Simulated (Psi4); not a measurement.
Psi4 input (PBE/cc-pVDZ):

```
memory 2025 MB

molecule {
0 1
H    -0.00000000   -0.00000000   -0.37201156
H     0.00000000    0.00000000    0.37201156
}

set {
  basis cc-pvdz
  scf_type df
}

energy('pbe')
print_variables()
```

Output:

```
-----------------------------------------------------------------------
          Psi4: An Open-Source Ab Initio Electronic Structure Package
                               Psi4 1.11 release

    D. G. A. Smith, L. A. Burns, A. C. Simmonett, R. M. Parrish,
    M. C. Schieber, R. Galvelis, P. Kraus, H. Kruse, R. Di Remigio,
    A. Alenaizan, A. M. James, S. Lehtola, J. P. Misiewicz, M. Scheurer,
    R. A. Shaw, J. B. Schriber, Y. Xie, Z. L. Glick, D. A. Sirianni,
    J. S. O'Brien, J. M. Waldrop, A. Kumar, E. G. Hohenstein,
    B. P. Pritchard, B. R. Brooks, H. F. Schaefer III, A. Yu. Sokolov,
    K. Patkowski, A. E. DePrince III, U. Bozkaya, R. A. King,
    F. A. Evangelista, J. M. Turney, T. D. Crawford, C. D. Sherrill,
    J. Chem. Phys. 152(18) 184108 (2020). https://doi.org/10.1063/5.0006002

                            Additional Code Authors
    E. T. Seidl, C. L. Janssen, E. F. Valeev, M. L. Leininger,
    J. F. Gonthier, R. M. Richard, H. R. McAlexander, M. Saitow, X. Wang,
    P. Verma, M. H. Lechner, A. Jiang, S. Behnle, A. G. Heide,
    M. F. Herbst, D. L. Poole, T. Győri, E. C. Mitchell, J. P. Pederson,
    and A. M. Wallace

             Previous Authors, Complete List of Code Contributors,
                       and Citations for Specific Modules
    https://github.com/psi4/psi4/blob/master/codemeta.json
    https://github.com/psi4/psi4/graphs/contributors
    https://psicode.org/psi4manual/master/introduction.html#citing-psifour

    -----------------------------------------------------------------------

    Threads:    1
    Addons:     a̶d̶c̶c̶, a̶m̶b̶i̶t̶, b̶s̶e̶, c̶c̶t̶3̶, c̶f̶o̶u̶r̶, c̶h̶e̶m̶p̶s̶2̶, c̶p̶p̶e̶, d̶d̶x̶,
                d̶f̶t̶d̶3̶, d̶f̶t̶d̶4̶, dkh, ecpint, einsums, f̶o̶r̶t̶e̶, gauxc, g̶c̶p̶,
                g̶d̶m̶a̶, g̶e̶o̶m̶e̶t̶r̶i̶c̶, g̶p̶u̶_̶d̶f̶c̶c̶, i̶n̶t̶e̶g̶r̶a̶t̶o̶r̶x̶x̶,
                i̶p̶i̶, l̶i̶b̶e̶f̶p̶, m̶d̶i̶, m̶p̶2̶d̶, m̶r̶c̶c̶, ooo,
                o̶p̶e̶n̶f̶e̶r̶m̶i̶o̶n̶p̶s̶i̶4̶, pcmsolver, p̶s̶i̶4̶f̶o̶c̶k̶c̶i̶, p̶s̶i̶x̶a̶s̶,
                p̶y̶e̶i̶n̶s̶u̶m̶s̶, r̶e̶s̶p̶, s̶i̶m̶i̶n̶t̶, s̶n̶s̶m̶p̶2̶,
                v̶2̶r̶d̶m̶_̶c̶a̶s̶s̶c̶f̶

  ==> Input File <==

--------------------------------------------------------------------------
memory 2025 MB

molecule {
0 1
H    -0.00000000   -0.00000000   -0.37201156
H     0.00000000    0.00000000    0.37201156
}

set {
  basis cc-pvdz
  scf_type df
}

energy('pbe')
print_variables()
--------------------------------------------------------------------------

   => Libint2 <=

    Primary   basis highest AM E, G, H:  7, 6, 3
    Auxiliary basis highest AM E, G, H:  7, 7, 4
    Onebody   basis highest AM E, G, H:  -, -, -
    Solid Harmonics ordering:            Gaussian

   => Loading Basis Set <=

    Name: CC-PVDZ
    Role: ORBITAL
    Keyword: BASIS
    atoms 1-2 entry H          line    22 file cc-pvdz.gbs

         ---------------------------------------------------------
                                   SCF
               by Justin Turney, Rob Parrish, Andy Simmonett
                          and Daniel G. A. Smith
                              RKS Reference
                        1 Threads,   1931 MiB Core
         ---------------------------------------------------------

  ==> Geometry <==

    Molecular point group: d2h
    Full point group: D_inf_h

    Geometry (in Angstrom), charge = 0, multiplicity = 1:

       Center              X                  Y                   Z               Mass
    ------------   -----------------  -----------------  -----------------  -----------------
         H            0.000000000000     0.000000000000    -0.372011560000     1.007825032230
         H            0.000000000000     0.000000000000     0.372011560000     1.007825032230

  Running in d2h symmetry.

  Rotational constants: A = ************  B =     60.43221  C =     60.43221 [cm^-1]
  Rotational constants: A = ************  B = 1811712.12794  C = 1811712.12794 [MHz]
  Nuclear repulsion =    0.711237589861455

  Charge       = 0
  Multiplicity = 1
  Electrons    = 2
  Nalpha       = 1
  Nbeta        = 1

  ==> Algorithm <==

  SCF Algorithm Type is DF.
  DIIS enabled.
  MOM disabled.
  Fractional occupation disabled.
  Guess Type is SAD.
  Energy threshold   = 1.00e-06
  Density threshold  = 1.00e-06
  Integral threshold = 1.00e-12

  ==> Primary Basis <==

  Basis Set: CC-PVDZ
    Blend: CC-PVDZ
    Number of shells: 6
    Number of basis functions: 10
    Number of Cartesian functions: 10
    Spherical Harmonics?: true
    Max angular momentum: 1

  ==> DFT Potential <==

   => LibXC <=

    Version 7.1.2
    S. Lehtola, C. Steigemann, M. J. T. Oliveira, and M. A. L. Marques,  SoftwareX 7, 1–5 (2018) (10.1016/j.softx.2017.11.002)

   => Composite Functional: PBE <=

    PBE GGA Exchange-Correlation Functional

    J.P. Perdew et. al., Phys. Rev. Lett., 77(18), 3865-3868, 1996

    Deriv               =              1
    GGA                 =           TRUE
    Meta                =          FALSE

    Exchange Hybrid     =          FALSE
    MP2 Hybrid          =          FALSE

   => Exchange Functionals <=

    1.0000     XC_GGA_X_PBE

   => Correlation Functionals <=

    1.0000     XC_GGA_C_PBE

   => LibXC Density Thresholds  <==

    XC_GGA_C_PBE:  1.00E-12
    XC_GGA_X_PBE:  1.00E-15

   => Molecular Quadrature <=

    Radial Scheme          =       TREUTLER
    Pruning Scheme         =           NONE
    Nuclear Scheme         =       TREUTLER

    Blocking Scheme        =         OCTREE
    BS radius alpha        =              1
    Pruning alpha          =              1
    Radial Points          =             75
    Spherical Points       =            302
    Total Points           =          44640
    Total Blocks           =            392
    Max Points             =            256
    Max Functions          =             10
    Weights Tolerance      =       1.00E-15

   => Loading Basis Set <=

    Name: (CC-PVDZ AUX)
    Role: JKFIT
    Keyword: DF_BASIS_SCF
    atoms 1-2 entry H          line    51 file cc-pvdz-jkfit.gbs

  ==> Integral Setup <==

  DFHelper Memory: AOs need 0.000 GiB; user supplied 1.401 GiB.
  SCF_SUBTYPE=INCORE selected. In-core MEM_DF algorithm will be used.
  Using in-core AOs.

  ==> MemDFJK: Density-Fitted J/K Matrices <==

    J tasked:                   Yes
    K tasked:                    No
    wK tasked:                   No
    OpenMP threads:               1
    Algorithm:                 Core
    Schwarz Cutoff:           1E-12
    Mask sparsity (%):       0.0000
    Fitting Condition:        1E-10

   => Auxiliary Basis Set <=

  Basis Set: (CC-PVDZ AUX)
    Blend: CC-PVDZ-JKFIT
    Number of shells: 18
    Number of basis functions: 46
    Number of Cartesian functions: 50
    Spherical Harmonics?: true
    Max angular momentum: 2

  Cached 100.0% of DFT collocation blocks in 0.013 [GiB].

  Minimum eigenvalue in the overlap matrix is 8.0129397174E-02.
  Reciprocal condition number of the overlap matrix is 3.3950618472E-02.
    Using symmetric orthogonalization.

  ==> Pre-Iterations <==

  SCF Guess: Superposition of Atomic Densities via on-the-fly atomic UHF (no occupation information).

   -------------------------
    Irrep   Nso     Nmo
   -------------------------
     Ag         3       3
     B1g        0       0
     B2g        1       1
     B3g        1       1
     Au         0       0
     B1u        3       3
     B2u        1       1
     B3u        1       1
   -------------------------
    Total      10      10
   -------------------------

  ==> Iterations <==

                           Total Energy        Delta E     RMS |[F,P]|

   @DF-RKS iter SAD:    -0.94867601388959   -9.48676e-01   0.00000e+00
   @DF-RKS iter   1:    -1.15086290678706   -2.02187e-01   2.03735e-02 ADIIS/DIIS
   @DF-RKS iter   2:    -1.15911515158595   -8.25224e-03   6.35256e-03 ADIIS/DIIS
   @DF-RKS iter   3:    -1.15999682832428   -8.81677e-04   1.38083e-04 ADIIS/DIIS
   @DF-RKS iter   4:    -1.15999725959694   -4.31273e-07   3.56896e-07 DIIS
  Energy and wave function converged.

  ==> Post-Iterations <==

   Electrons on quadrature grid:
      Ntotal   =    1.9999999984 ; deviation = -1.595e-09

    Orbital Energies [Eh]
    ---------------------

    Doubly Occupied:

       1Ag    -0.376206

    Virtual:

       1B1u    0.056680     2Ag     0.309142     2B1u    0.664675
       1B3u    0.993038     1B2u    0.993038     3Ag     1.620637
       1B2g    1.717430     1B3g    1.717430     3B1u    3.179585

    Final Occupation by Irrep:
             Ag   B1g   B2g   B3g    Au   B1u   B2u   B3u
    DOCC [     1,    0,    0,    0,    0,    0,    0,    0 ]
    NA   [     1,    0,    0,    0,    0,    0,    0,    0 ]
    NB   [     1,    0,    0,    0,    0,    0,    0,    0 ]

  @DF-RKS Final Energy:    -1.15999725959694

   => Energetics <=

    Nuclear Repulsion Energy =              0.7112375898614546
    One-Electron Energy =                  -2.4973982715788319
    Two-Electron Energy =                   1.3152327315238368
    DFT Exchange-Correlation Energy =      -0.6890693094033979
    Empirical Dispersion Energy =           0.0000000000000000
    VV10 Nonlocal Energy =                  0.0000000000000000
    Total Energy =                         -1.1599972595969386

Computation Completed

Properties will be evaluated at   0.000000,   0.000000,   0.000000 [a0]

Properties computed using the SCF density matrix

 Multipole Moments:

 ------------------------------------------------------------------------------------
     Multipole            Electronic (a.u.)      Nuclear  (a.u.)        Total (a.u.)
 ------------------------------------------------------------------------------------

 L = 1.  Multiply by 2.5417464519 to convert [e a0] to [Debye]
 Dipole X            :          0.0000000            0.0000000            0.0000000
 Dipole Y            :          0.0000000            0.0000000            0.0000000
 Dipole Z            :          0.0000000            0.0000000            0.0000000
 Magnitude           :                                                    0.0000000

 ------------------------------------------------------------------------------------

  Variable Map:
  ----------------------------------------------------------------------------
  "CURRENT ENERGY"              =>      -1.159997259597
  "CURRENT REFERENCE ENERGY"    =>      -1.159997259597
  "DD SOLVATION ENERGY"         =>       0.000000000000
  "DFT FUNCTIONAL TOTAL ENERGY" =>      -1.159997259597
  "DFT TOTAL ENERGY"            =>      -1.159997259597
  "DFT VV10 ENERGY"             =>       0.000000000000
  "DFT XC ENERGY"               =>      -0.689069309403
  "GRID ELECTRONS ALPHA"        =>       0.999999999203
  "GRID ELECTRONS BETA"         =>       0.999999999203
  "GRID ELECTRONS TOTAL"        =>       1.999999998405
  "NUCLEAR REPULSION ENERGY"    =>       0.711237589861
  "ONE-ELECTRON ENERGY"         =>      -2.497398271579
  "PCM POLARIZATION ENERGY"     =>       0.000000000000
  "PE ENERGY"                   =>       0.000000000000
  "SCF ITERATION ENERGY"        =>      -1.159997259597
  "SCF ITERATIONS"              =>       4.000000000000
  "SCF TOTAL ENERGY"            =>      -1.159997259597
  "TWO-ELECTRON ENERGY"         =>       1.315232731524
  "XC GRID RADIAL POINTS"       =>      75.000000000000
  "XC GRID SPHERICAL POINTS"    =>     302.000000000000
  "XC GRID TOTAL POINTS"        =>   44640.000000000000

  Array Variable Map:
  ----------------------------------------------------------------------------
  "CURRENT DIPOLE"              =>       0.000000000000 ... 0.000000000000 1 by 3
  "SCF DIPOLE"                  =>       0.000000000000 ... 0.000000000000 1 by 3
  "SCF TOTAL ENERGIES"          =>      -0.948676013890 ... -1.159997259597 1 by 5

*** Psi4 exiting successfully. Buy a developer a beer!
```
